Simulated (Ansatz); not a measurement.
Geometry optimisation, RKS PBE0-D4/6-31G* in Ansatz.

Input file:

```yaml
crystal:
  periodic: [false, false, false]
  atoms:
    - { symbol: Si, position_ang: [0.385292, -0.054875, -0.09863] }
    - { symbol: H, position_ang: [0.520493, 0.087644, 1.356854] }
    - { symbol: H, position_ang: [1.681275, 0.174909, -0.785052] }
    - { symbol: F, position_ang: [-0.652493, 1.051035, -0.656699] }
    - { symbol: H, position_ang: [-0.133631, -1.409904, -0.417391] }
    - { symbol: Si, position_ang: [-2.74632, 0.066645, 1.286743] }
    - { symbol: H, position_ang: [-2.989732, -0.702701, 0.036846] }
    - { symbol: H, position_ang: [-3.584114, -0.507354, 2.378832] }
    - { symbol: H, position_ang: [-3.111745, 1.492027, 1.082569] }
    - { symbol: H, position_ang: [-1.327225, -0.053526, 1.660128] }
basis:
  gaussian: { orbitals: "6-31G*" }
hamiltonian:
  xc: pbe0
  dispersion: d4
relax:
  f_tol: 0.03
  max_steps: 50
output:
  orbitals: {}
```

Run as:

```bash
$ ansatz run input.yaml --threads 1 --pin off --max-ram 2048MiB --backend cpu --events-out ev --progress --plain --runs-dir out
```

Question: Where does it end, and by what steps?

Answer: It converged. The force dipped under the threshold on the way, but the program's further checks kept it going. After 9 steps the energy has fallen by 0.213 eV; H2 moved furthest, 0.79 Å.

```json
{"step": "0", "energy less start (eV)": "0.0000", "largest force component (eV/Å)": "0.614", "accepted": "yes"}
{"step": "1", "energy less start (eV)": "-0.1314", "largest force component (eV/Å)": "0.170", "accepted": "yes"}
{"step": "2", "energy less start (eV)": "-0.1836", "largest force component (eV/Å)": "0.288", "accepted": "yes"}
{"step": "3", "energy less start (eV)": "-0.2003", "largest force component (eV/Å)": "0.310", "accepted": "yes"}
{"step": "4", "energy less start (eV)": "-0.2089", "largest force component (eV/Å)": "0.084", "accepted": "yes"}
{"step": "5", "energy less start (eV)": "-0.2100", "largest force component (eV/Å)": "0.187", "accepted": "yes"}
{"step": "6", "energy less start (eV)": "-0.2110", "largest force component (eV/Å)": "0.097", "accepted": "yes"}
{"step": "7", "energy less start (eV)": "-0.2120", "largest force component (eV/Å)": "0.003", "accepted": "yes"}
{"step": "8", "energy less start (eV)": "-0.2125", "largest force component (eV/Å)": "0.024", "accepted": "yes"}
{"step": "9", "energy less start (eV)": "-0.2127", "largest force component (eV/Å)": "0.018", "accepted": "yes"}
```

```xyz
10
Properties=species:S:1:pos:R:3
Si 0.694 -0.040 -0.207
H 1.267 0.233 1.136
H 1.708 0.238 -1.258
F -0.573 0.928 -0.457
H 0.248 -1.455 -0.295
Si -3.058 0.054 1.379
H -3.168 -0.655 0.077
H -4.170 -0.385 2.268
H -3.142 1.523 1.174
H -1.764 -0.296 2.028
```

Whether the end is a true minimum wasn't checked by a vibrational analysis.

Run time: 35 s on 1 thread of Intel(R) Xeon(R) Platinum 8175M CPU @ 2.50GHz (Skylake/Cascade Lake) (shared host), peak memory 0.15 GiB.
